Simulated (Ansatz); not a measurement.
A nudged elastic band was laid between two geometries of CH$_{2}$NO$_{2}$ (6 atoms, charge -1, multiplicity 1).

All numbers below come from Ansatz 0.2.0, RKS CAM-B3LYP-D4/def2-SVP.

```yaml
movable_images: 7
climbing_image: yes
spring: 5.0 eV/Å²
optimiser: quadratic models (default)
start_path: IDPP
force_threshold: 0.05 eV/Å
iteration_limit: 60
end_points: relaxed
```

First end point:

```xyz
6
Properties=species:S:1:pos:R:3
N 1.135 0.106 -0.655
C -0.001 -0.066 -0.037
O -0.835 -1.002 -0.036
O -0.357 1.016 0.794
H 1.256 -0.748 -1.208
H -1.198 0.694 1.141
```

Last end point:

```xyz
6
Properties=species:S:1:pos:R:3
N 0.887 0.097 -0.504
C -0.267 -0.266 0.019
O -0.968 -1.278 -0.106
O -0.764 0.727 0.887
H 1.178 -0.670 -1.115
H -0.065 1.391 0.818
```

Which bonds break or form, and what moves?

No bond is made or broken. The dihedral N1–C2–O4–H6 goes from -180 to 0°.

What energy profile does the band end with?

The run converged. The highest image is number 4 of 0 to 8, 39.2 kJ/mol above the first end and 43.4 kJ/mol above the last; the last end lies 4.2 kJ/mol below the first. A vibrational analysis at the climbing image gives one clearly imaginary mode, 525i cm⁻¹: a first-order saddle point. Limits of this set-up: an anion without diffuse functions, the dipole of an ion depends on the origin.

```json
{"image": "0", "path coordinate (Å)": "0.00", "energy (kJ/mol)": "0.0", "dihedral N1–C2–O4–H6 (°)": "-180"}
{"image": "1", "path coordinate (Å)": "0.26", "energy (kJ/mol)": "6.1", "dihedral N1–C2–O4–H6 (°)": "-157"}
{"image": "2", "path coordinate (Å)": "0.53", "energy (kJ/mol)": "19.9", "dihedral N1–C2–O4–H6 (°)": "-135"}
{"image": "3", "path coordinate (Å)": "0.79", "energy (kJ/mol)": "33.5", "dihedral N1–C2–O4–H6 (°)": "-113"}
{"image": "4", "path coordinate (Å)": "1.06", "energy (kJ/mol)": "39.2", "dihedral N1–C2–O4–H6 (°)": "-90"}
{"image": "5", "path coordinate (Å)": "1.31", "energy (kJ/mol)": "33.5", "dihedral N1–C2–O4–H6 (°)": "-67"}
{"image": "6", "path coordinate (Å)": "1.56", "energy (kJ/mol)": "18.8", "dihedral N1–C2–O4–H6 (°)": "-44"}
{"image": "7", "path coordinate (Å)": "1.82", "energy (kJ/mol)": "2.9", "dihedral N1–C2–O4–H6 (°)": "-22"}
{"image": "8", "path coordinate (Å)": "2.07", "energy (kJ/mol)": "-4.2", "dihedral N1–C2–O4–H6 (°)": "0"}
```

What is the geometry of the highest image?


```xyz
6
Properties=species:S:1:pos:R:3
N 1.142 -0.005 -0.321
C -0.155 -0.100 -0.190
O -0.960 -1.003 -0.470
O -0.735 1.088 0.391
H 1.423 -0.895 -0.749
H -0.714 0.916 1.338
```

What are the harmonic wavenumbers there?

525i, 584, 630, 703, 828, 866, 1184, 1250, 1409, 1790, 3436, 3877 cm⁻¹.

The run took 71 s on 1 thread of Intel(R) Xeon(R) Platinum 8488C (Sapphire Rapids), on a shared host, peak memory 0.23 GiB.
